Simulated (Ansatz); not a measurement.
**BPH2 (triplet): wave-function methods side by side at a displaced geometry (v2), cc-pVDZ**

How much of the correlation energy of BPH2 (triplet) does each wave-function method recover here?

Method: cc-pVDZ, core rule «outside noble gas», up to 6 orbitals frozen; program: Ansatz 0.2.0, Gaussian basis.

Plan: UHF; CCSD(T) on ROHF; CCSD(T) on UHF; BCCD(T) on ROHF; CISD; CCSDT(Q) on ROHF; CCSDT(Q) on UHF; CASSCF and MRCISD+Q, 10 electrons in 10 orbitals; CASSCF and NEVPT2, 10 electrons in 10 orbitals.

28 further runs of the same task are left out: 3 for a known fault of the program, 13 that didn't finish, 12 set aside as unsound or not needed.

### Step 1. The system

The geometry is a PBE0/def2-TZVP stationary point (not a proven minimum) with its atoms shifted at random (size 0.100 Å).

4 atoms, charge 0, spin multiplicity 3.

Atoms are counted from 1 here; the program's logs count them from 0.

Bond lengths: B1–P2 1.883 Å, B1–H3 1.182 Å, B1–H4 1.277 Å. Angles: P2–B1–H3 120.3°, P2–B1–H4 119.6°, H3–B1–H4 119.2°.

### Step 2. UHF

Input file in.yaml:

```yaml
crystal:
  periodic: [false, false, false]
  atoms:
    - {symbol: B, position_ang: [0.118741, -0.003543, 1.298220]}
    - {symbol: P, position_ang: [-0.046134, 0.004831, -0.577965]}
    - {symbol: H, position_ang: [0.030487, 1.004204, 1.909011]}
    - {symbol: H, position_ang: [0.113595, -1.114659, 1.927225]}
basis:
  gaussian: {orbitals: cc-pVDZ}
magnetization: {spin_polarized: true, initial_magnetization: 2}
hamiltonian: {xc: hf}
output: {orbitals: {seedname: orbitals}}
```

On the command line:

```console
$ ansatz run in.yaml --threads 1 --pin off --events-out ev --progress --plain --max-ram 2393MiB
```

After this run come: CCSD(T) on ROHF; CCSD(T) on UHF; BCCD(T) on ROHF; CISD; CCSDT(Q) on ROHF; CCSDT(Q) on UHF; CASSCF and MRCISD+Q, 10 electrons in 10 orbitals; CASSCF and NEVPT2, 10 electrons in 10 orbitals.

Before running them: what should the planned runs give, taken together? Wanted: UCCSDT(Q) below the RHF energy; RMP2 from UCCSDT(Q); UMP2 from UCCSDT(Q); RCCSD from UCCSDT(Q); RCCSD(T) from UCCSDT(Q); UCCSD(T) from UCCSDT(Q); RCCSDT(Q) from UCCSDT(Q); NEVPT2 valence from UCCSDT(Q); MRCISD+Q valence from UCCSDT(Q).

The runs gave:

```
                         quantity                                                                     value
   UCCSDT(Q) below the RHF energy                                                                -5.6297 eV
              RMP2 from UCCSDT(Q)                                                           +26.24 kcal/mol
              UMP2 from UCCSDT(Q)                                                           +27.00 kcal/mol
             RCCSD from UCCSDT(Q)                                                            +4.04 kcal/mol
          RCCSD(T) from UCCSDT(Q)                                                            +0.81 kcal/mol
          UCCSD(T) from UCCSDT(Q)                                                            +0.81 kcal/mol
         RCCSDT(Q) from UCCSDT(Q)                                                            +0.01 kcal/mol
    NEVPT2 valence from UCCSDT(Q)                                                           +23.70 kcal/mol
  MRCISD+Q valence from UCCSDT(Q)                                                            +0.51 kcal/mol
levels within 1 kcal/mol (43 meV)  RCCSD(T), UCCSD(T), BCCD(T), RCCSDT, UCCSDT, RCCSDT(Q), MRCISD+Q valence
                    T1 diagnostic                                                                     0.020
   effectively unpaired electrons                                                                      2.02
```

**Reading.** RCCSD(T) misses by +0.81 kcal/mol, 0.6 % of the correlation energy. One determinant dominates. Of the multireference levels listed MRCISD+Q valence comes nearest in total energy (+0.51 kcal/mol), which doesn't show that its space is the better one. These misses are within one basis, not against nature; the frozen cores of restricted and unrestricted runs differ, which can shift their rows.
